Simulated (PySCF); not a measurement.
Vertical excitation energies

C₄H₇NS.
Cartesian coordinates in Å at the GFN2-xTB level; atoms count from 1:
```
atom  x, y, z in Å
C1    -2.4307    0.7634   -0.2787
C2    -1.6159   -0.2525   -0.5422
N3    -0.2908   -0.1991   -0.1782
C4     0.4812   -1.1717   -0.4328
S5     2.1485   -1.1423    0.0057
C6     2.2409    0.4906    0.7860
H7    -3.4688    0.7392   -0.5558
H8    -2.0661    1.6424    0.2223
H9    -1.9728   -1.1515   -1.0507
H10    0.1928   -2.1003   -0.9370
H11    3.2660    0.6334    1.1100
H12    1.9538    1.2390    0.0552
H13    1.5576    0.5098    1.6283
```

The calculation used PySCF, TDDFT PBE0/def2-SVPD, vertical, gas phase, core orbitals frozen in the response.

```
state  E (eV)  ν̃ (cm⁻¹)       f  |μ| (D)  symmetry  main configurations (H = HOMO, L = LUMO)
   S1    4.80      38730  0.0003     0.13         –                               H-1→L (99%)
   S2    4.97      40090   0.583     5.56        A′                                 H→L (96%)
   S3    5.52      44560  0.0000     0.01         –                               H→L+1 (94%)
   S4    6.20      50020   0.029     1.10        A″                               H→L+2 (98%)
   S5    6.34      51140   0.018     0.88        A′                  H-2→L (66%), H→L+4 (30%)
   S6    6.51      52550  0.0017     0.26         –                               H→L+3 (95%)
```

Triplets, Tamm–Dancoff:

```tsv
state	E (eV)	λ (nm)	main configurations (H = HOMO, L = LUMO)
T1	3.06	405.7	H→L (92%)
T2	4.35	285.3	H-1→L (94%)
```

The lowest singlet comes at 258 nm (463 kJ/mol) in the ultraviolet; it is dark (f under 0.0005); its leading configuration is HOMO-1→LUMO (99%). The most intense listed level is S2 at 4.97 eV (249 nm, f = 0.583), 0.17 eV above S1. Löwdin shares by element: HOMO sulfur 34%, carbon 32% or more, nitrogen 15% (atoms not listed hold the other 19%); LUMO carbon 48% or more, nitrogen 17%, sulfur 14% (atoms not listed hold the other 22%). The listed states span 1.71 eV, and the widest gap between neighbours is 0.68 eV (S3 to S4). Orbital energies (eV): HOMO-3 -9.63, HOMO-2 -8.24, HOMO-1 -7.65, HOMO -6.40, LUMO -1.04, LUMO+1 0.36, LUMO+2 0.89. Weighted by f, the mean energy of these states is 5.07 eV. Symmetry labels in Cs follow from the direction of the transition dipole and are given only for states with f of 0.002 or more. The window holds the lowest 6 singlets.

Rough CPU time on one thread of a shared machine: about 40 s.

One conformer stands for the species.
